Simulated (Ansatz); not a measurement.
## Ansatz (development build ahead of 0.2.0) run

```yaml
crystal:
  periodic: [false, false, false]
  atoms:
    - { symbol: Al, position_ang: [0.0, 0.0, 0.0] }
    - { symbol: O, position_ang: [0.0, 0.0, 1.618] }
basis:
  gaussian: { orbitals: def2-SVP }
magnetization:
  initial_magnetization: 1
hamiltonian:
  xc: hf
correlation:
  method: mp2
  frozen_orbitals: { Al: 5, O: 1 }
scf:
  omitted_lower_state_checks: [stability, starts, atomic_configurations, cluster_reference, orbital_swaps, given_window_search, neighbouring_geometries, increment]
```

The input is written out in the form of the current development build from the run's settings. Correlation on restricted open-shell orbitals is semicanonical, with singles.

Results

```json
{
  "Converged": "yes",
  "Reference energy": "-316.57350 hartree",
  "Correlation energy": "-0.25462 hartree",
  "Total energy": "-316.82811 hartree",
  "Spin squared of the determinant": "0.750",
  "Occupied orbitals by symmetry in an Abelian subgroup (alpha; beta)": "7 A1 2 B1 2 B2; 6 A1 2 B1 2 B2"
}
```

Messages of the program:
```
mean field -8614.40372406 eV, -316.5734978065 hartree, gradient 2.9e-6 eV, S^2 0.750000; 0 other ends of a descent, 0 dependent functions left out
```

The reference isn't the lowest determinant (another lies 0.65 eV lower), but the same method gives a higher total on the lower determinant. Caution: an unrestricted determinant lies well below.
